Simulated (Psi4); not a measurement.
# UB3LYP/def2-SVP (ints tolerance 1e-12, sweep point 6) run of C2HF2 (SMILES [CH]=C(F)F)

Wanted: energy and one-electron properties of C2HF2. 

Program for the calculation: Psi4 1.11.

5 further runs of the same task are left out: 5 set aside as unsound or not needed.

### Step 1. The molecule

The species is C2HF2 (5 atoms), meant as a doublet with charge 0. As SMILES, `[CH]=C(F)F`. The shape is that of a PBE0-D4/def2-TZVP optimisation.

Bond lengths: C1–C2 1.301 Å, C2–F3 1.313 Å, C2–F4 1.320 Å, C1–H5 1.072 Å. Angles: C1–C2–F3 125.0°, C1–C2–F4 125.4°, F3–C2–F4 109.6°, C2–C1–H5 140.6°.

### Step 2. The charge distribution at UB3LYP/def2-SVP (ints tolerance 1e-12, sweep point 6)

The input, c2hf2.inp:

```
memory 1.6 GB

molecule {
  0 2
  C     -0.05329028     1.72475303    -0.02815692
  C      0.30915919    -0.69182873     0.23545988
  F      1.97249613    -1.72286331     1.76216961
  F     -0.93087909    -2.48158835    -0.98322450
  H     -1.20299965     3.03206557    -1.06467170
  units au
  symmetry c1
}

set {
  reference            uks
  puream               true
  scf_type             direct
  dft_radial_points    99
  dft_spherical_points 590
  ints_tolerance       1e-12
  maxiter              150
}

result, w = energy('b3lyp/def2-SVP', return_wfn=True)
oeprop(w, 'DIPOLE', 'QUADRUPOLE', 'MULLIKEN_CHARGES', 'LOWDIN_CHARGES')
```

Started as:

```bash
$ psi4 -n 1 c2hf2.inp c2hf2.out
```

c2hf2.out:

```text
Psi4 1.11 release

   => Loading Basis Set <=

    Name: DEF2-SVP
    Role: ORBITAL
    Keyword: BASIS

         ---------------------------------------------------------
                                   SCF
                              UKS Reference
                        1 Threads,   1525 MiB Core
         ---------------------------------------------------------

  ==> Geometry <==

    Molecular point group: c1
    Full point group: C1

    Geometry (in Bohr), charge = 0, multiplicity = 2:

       Center              X                  Y                   Z               Mass
    ------------   -----------------  -----------------  -----------------  -----------------
         C           -0.396869375054     2.747328404948    -0.285492700270    12.000000000000
         C           -0.034419905054     0.330746644948    -0.021875900270    12.000000000000
         F            1.628917034946    -0.700287935052     1.504833829730    18.998403162730
         F           -1.274458185054    -1.459012975052    -1.240560280270    18.998403162730
         H           -1.546578745054     4.054640944948    -1.322007480270     1.007825032230

  Running in c1 symmetry.

  Rotational constants: A =      0.38936  B =      0.36664  C =      0.18883 [cm^-1]
  Rotational constants: A =  11672.74901  B =  10991.68320  C =   5660.99155 [MHz]
  Nuclear repulsion =  109.976039955884801

  Charge       = 0
  Multiplicity = 2
  Electrons    = 31
  Nalpha       = 16
  Nbeta        = 15

  ==> Algorithm <==

  SCF Algorithm Type is DIRECT.
  DIIS enabled.
  MOM disabled.
  Fractional occupation disabled.
  Guess Type is SAD.
  Energy threshold   = 1.00e-06
  Density threshold  = 1.00e-06
  Integral threshold = 1.00e-12

  ==> Primary Basis <==

  Basis Set: DEF2-SVP
    Blend: DEF2-SVP
    Number of shells: 27
    Number of basis functions: 61
    Number of Cartesian functions: 65
    Spherical Harmonics?: true
    Max angular momentum: 2

  ==> DFT Potential <==

   => LibXC <=

    Version 7.1.2

   => Composite Functional: B3LYP <=

    B3LYP Hyb-GGA Exchange-Correlation Functional

    Deriv               =              1
    GGA                 =           TRUE
    Meta                =          FALSE

    Exchange Hybrid     =           TRUE
    MP2 Hybrid          =          FALSE

   => Exchange Functionals <=

    0.0800   Slater exchange
    0.7200         Becke 88

   => Exact (HF) Exchange <=

    0.2000               HF

   => Correlation Functionals <=

    0.1900   Vosko, Wilk & Nusair (VWN5_RPA)
    0.8100   Lee, Yang & Parr

   => LibXC Density Thresholds  <==

    XC_HYB_GGA_XC_B3LYP:  1.00E-15

   => Molecular Quadrature <=

    Radial Scheme          =       TREUTLER
    Pruning Scheme         =           NONE
    Nuclear Scheme         =       TREUTLER

    Blocking Scheme        =         OCTREE
    BS radius alpha        =              1
    Pruning alpha          =              1
    Radial Points          =             99
    Spherical Points       =            590
    Total Points           =         279389
    Total Blocks           =           2085
    Max Points             =            256
    Max Functions          =             60
    Weights Tolerance      =       1.00E-15

   => Loading Basis Set <=

    Name: (DEF2-SVP AUX)
    Role: JKFIT
    Keyword: DF_BASIS_SCF

  Starting with a DF guess...

  ==> Integral Setup <==

  DFHelper Memory: AOs need 0.010 GiB; user supplied 0.706 GiB.
  SCF_SUBTYPE=INCORE selected. In-core MEM_DF algorithm will be used.
  Using in-core AOs.

  ==> MemDFJK: Density-Fitted J/K Matrices <==

    J tasked:                   Yes
    K tasked:                   Yes
    wK tasked:                   No
    Memory [MiB]:               722
    Algorithm:                 Core
    Schwarz Cutoff:           1E-12
    Mask sparsity (%):       0.3225
    Fitting Condition:        1E-10

   => Auxiliary Basis Set <=

  Basis Set: (DEF2-SVP AUX)
    Blend: DEF2-UNIVERSAL-JKFIT
    Number of shells: 106
    Number of basis functions: 322
    Number of Cartesian functions: 384
    Spherical Harmonics?: true
    Max angular momentum: 4

  Cached 100.0% of DFT collocation blocks in 0.412 [GiB].

  Minimum eigenvalue in the overlap matrix is 2.6302349598E-03.
  Reciprocal condition number of the overlap matrix is 6.3276117569E-04.
    Using symmetric orthogonalization.

  ==> Pre-Iterations <==

  SCF Guess: Superposition of Atomic Densities via on-the-fly atomic UHF (no occupation information).

   -------------------------
    Irrep   Nso     Nmo
   -------------------------
     A         61      61
   -------------------------
    Total      61      61
   -------------------------

  ==> Iterations <==

                           Total Energy        Delta E     RMS |[F,P]|

   @DF-UKS iter SAD:  -275.84663648318889   -2.75847e+02   0.00000e+00
   @DF-UKS iter   1:  -276.03591470080590   -1.89278e-01   7.94782e-03 ADIIS/DIIS
   @DF-UKS iter   2:  -275.98897427102332    4.69404e-02   8.91549e-03 ADIIS/DIIS
   @DF-UKS iter   3:  -276.14752333531470   -1.58549e-01   2.52383e-03 ADIIS/DIIS
   @DF-UKS iter   4:  -276.15940459542412   -1.18813e-02   3.63067e-04 ADIIS/DIIS
   @DF-UKS iter   5:  -276.15959689206522   -1.92297e-04   2.11213e-04 ADIIS/DIIS
   @DF-UKS iter   6:  -276.15966941009157   -7.25180e-05   5.53850e-05 DIIS
   @DF-UKS iter   7:  -276.15968796878417   -1.85587e-05   2.15807e-05 DIIS
   @DF-UKS iter   8:  -276.15969579266465   -7.82388e-06   1.06098e-05 DIIS
   @DF-UKS iter   9:  -276.15969650055052   -7.07886e-07   7.90649e-06 DIIS
   @DF-UKS iter  10:  -276.15969670735922   -2.06809e-07   1.06844e-06 DIIS
   @DF-UKS iter  11:  -276.15969671367702   -6.31780e-09   2.39647e-07 DIIS

  DF guess converged.

  ==> DirectJK: Integral-Direct J/K Matrices <==

    J tasked:                  Yes
    K tasked:                  Yes
    wK tasked:                  No
    Integrals threads:           1
    Screening Type:           CSAM
    Screening Cutoff:        1E-12
    Incremental Fock:           No

   @UKS iter  12:  -276.15968392195310   -2.76160e+02   2.57566e-06 DIIS
   @UKS iter  13:  -276.15968393427710   -1.23240e-08   3.63497e-07 DIIS
  Energy and wave function converged.

  ==> Post-Iterations <==

   Electrons on quadrature grid:
      Nalpha   =   16.0000000062 ; deviation = 6.179e-09
      Nbeta    =   14.9999999875 ; deviation = -1.248e-08
      Ntotal   =   30.9999999937 ; deviation = -6.304e-09

   @Spin Contamination Metric:   8.445977343E-03
   @S^2 Expected:                7.500000000E-01
   @S^2 Observed:                7.584459773E-01
   @S   Expected:                5.000000000E-01
   @S   Observed:                5.000000000E-01

    Orbital Energies [Eh]
    ---------------------

    Alpha Occupied:

       1A    -24.733588     2A    -24.732234     3A    -10.366045
       4A    -10.230825     5A     -1.283798     6A     -1.219413
       7A     -0.791897     8A     -0.642958     9A     -0.590480
      10A     -0.541350    11A     -0.534155    12A     -0.458340
      13A     -0.453553    14A     -0.436980    15A     -0.293845
      16A     -0.286951

    Alpha Virtual:

      17A      0.014827    18A      0.081045    19A      0.142898
      20A      0.209698    21A      0.286956    22A      0.400933
      23A      0.436730    24A      0.447005    25A      0.491445
      26A      0.519384    27A      0.540754    28A      0.641438
      29A      0.707149    30A      0.771574    31A      1.091220
      32A      1.121716    33A      1.135663    34A      1.171267
      35A      1.338774    36A      1.348815    37A      1.353886
      38A      1.479697    39A      1.481569    40A      1.622913
      41A      1.628736    42A      1.721490    43A      1.796378
      44A      1.864287    45A      1.918647    46A      1.948060
      47A      2.146471    48A      2.317737    49A      2.387016
      50A      2.570199    51A      2.947314    52A      3.018040
      53A      3.025839    54A      3.038530    55A      3.062564
      56A      3.265892    57A      3.308484    58A      3.341090
      59A      3.653848    60A      3.764553    61A      3.946713

    Beta Occupied:

       1A    -24.731921     2A    -24.731674     3A    -10.367373
       4A    -10.214621     5A     -1.281739     6A     -1.216629
       7A     -0.768452     8A     -0.635604     9A     -0.583805
      10A     -0.536000    11A     -0.526555    12A     -0.454307
      13A     -0.449873    14A     -0.433595    15A     -0.273789

    Beta Virtual:

      16A     -0.122808    17A      0.023007    18A      0.090200
      19A      0.143963    20A      0.223895    21A      0.299802
      22A      0.406839    23A      0.450520    24A      0.480187
      25A      0.498657    26A      0.544448    27A      0.549979
      28A      0.657461    29A      0.719383    30A      0.788332
      31A      1.092118    32A      1.121818    33A      1.140779
      34A      1.173586    35A      1.341896    36A      1.354599
      37A      1.363112    38A      1.509766    39A      1.510154
      40A      1.628258    41A      1.639447    42A      1.752194
      43A      1.803232    44A      1.867167    45A      1.926391
      46A      1.982848    47A      2.167775    48A      2.334364
      49A      2.400697    50A      2.600538    51A      2.959893
      52A      3.018596    53A      3.027388    54A      3.039251
      55A      3.064370    56A      3.277900    57A      3.308746
      58A      3.342086    59A      3.657227    60A      3.767485
      61A      3.952727

    Final Occupation by Irrep:
              A
    DOCC [    15 ]
    SOCC [     1 ]
    NA   [    16 ]
    NB   [    15 ]

  @UKS Final Energy:  -276.15968393427710

   => Energetics <=

    Nuclear Repulsion Energy =            109.9760399558848007
    One-Electron Energy =                -598.8576399930752814
    Two-Electron Energy =                 238.6516500223299033
    DFT Exchange-Correlation Energy =     -25.9297339194165168
    Empirical Dispersion Energy =           0.0000000000000000
    VV10 Nonlocal Energy =                  0.0000000000000000
    Total Energy =                       -276.1596839342770977

  UHF NO Occupations:
  HONO-2 :   14  A 1.9992838
  HONO-1 :   15  A 1.9967333
  HONO-0 :   16  A 1.0000000
  LUNO+0 :   17  A 0.0032667
  LUNO+1 :   18  A 0.0007162
  LUNO+2 :   19  A 0.0001509
  LUNO+3 :   20  A 0.0000783

Computation Completed

Properties will be evaluated at   0.000000,   0.000000,   0.000000 [a0]

Properties computed using the SCF density matrix

 Multipole Moments:

 ------------------------------------------------------------------------------------
     Multipole            Electronic (a.u.)      Nuclear  (a.u.)        Total (a.u.)
 ------------------------------------------------------------------------------------

 L = 1.  Multiply by 2.5417464519 to convert [e a0] to [Debye]
 Dipole X            :          0.7314954           -0.9441848           -0.2126894
 Dipole Y            :         -2.7484807            3.0893831            0.3409024
 Dipole Z            :          0.5991164           -0.7877571           -0.1886407
 Magnitude           :                                                    0.4438880

 ------------------------------------------------------------------------------------

	total time  =         11 seconds =       0.18 minutes

Properties will be evaluated at   0.000000,   0.000000,   0.000000 [a0]
OEProp: No title given, name of density matrix used for the following properties is 'SCF alpha density'

 Multipole Moments:

 ------------------------------------------------------------------------------------
     Multipole            Electronic (a.u.)      Nuclear  (a.u.)        Total (a.u.)
 ------------------------------------------------------------------------------------

 L = 1.  Multiply by 2.5417464519 to convert [e a0] to [Debye]
 Dipole X            :          0.7314954           -0.9441848           -0.2126894
 Dipole Y            :         -2.7484807            3.0893831            0.3409024
 Dipole Z            :          0.5991164           -0.7877571           -0.1886407
 Magnitude           :                                                    0.4438880

 L = 2.  Multiply by 1.3450342976 to convert [e a0^2] to [Debye ang]
 Quadrupole XX       :        -57.6647373           41.8425753          -15.8221620
 Quadrupole XY       :          5.4082929           -6.4124494           -1.0041565
 Quadrupole XZ       :        -39.0431699           39.0195513           -0.0236186
 Quadrupole YY       :       -100.8072508           85.9554519          -14.8517989
 Quadrupole YZ       :          2.3937237           -3.3041420           -0.9104184
 Quadrupole ZZ       :        -52.3527631           36.4712436          -15.8815195
 Traceless XX        :         12.6101797          -12.9138483           -0.3036685
 Traceless YY        :        -30.5323337           31.1990283            0.6666946
 Traceless ZZ        :         17.9221540          -18.2851800           -0.3630260

 ------------------------------------------------------------------------------------
  Mulliken Charges: (a.u.)
   Center  Symbol    Alpha    Beta     Spin     Total
       1     C     3.61250  2.56494  1.04757 -0.17744
       2     C     2.75339  2.83334 -0.07994  0.41327
       3     F     4.57962  4.56693  0.01270 -0.14655
       4     F     4.59392  4.55985  0.03407 -0.15377
       5     H     0.46056  0.47495 -0.01439  0.06449

   Total alpha = 16.00000, Total beta = 15.00000, Total charge =  0.00000

  Lowdin Charges: (a.u.)
   Center  Symbol    Alpha    Beta     Spin     Total
       1     C     3.50747  2.56520  0.94227 -0.07268
       2     C     2.95305  2.95618 -0.00313  0.09077
       3     F     4.51826  4.50508  0.01318 -0.02333
       4     F     4.53413  4.49680  0.03733 -0.03093
       5     H     0.48709  0.47673  0.01036  0.03617

  Total alpha = 16.00000, Total beta = 15.00000, Total charge =  0.00000

    Psi4 run time: 0:00:10.67
```

Wall time 12 s (1 thread of Intel Xeon Platinum 8488C (Sapphire Rapids), shared host); peak memory 0.65 GiB.

Atomic charges (e):

```csv
atom,Löwdin,Mulliken
C1,-0.073,-0.177
C2,+0.091,+0.413
F3,-0.023,-0.147
F4,-0.031,-0.154
H5,+0.036,+0.064
```

### Step 3. What came out

Level: UB3LYP/def2-SVP (ints tolerance 1e-12, sweep point 6).

| quantity | value |
| --- | --- |
| total energy | -276.15968 Eh |
| dipole moment | 1.13 D |
| HOMO energy (highest over α and β) | -7.45 eV |
| LUMO energy (lowest over α and β) | -3.34 eV |
| ⟨S²⟩ | 0.758 |
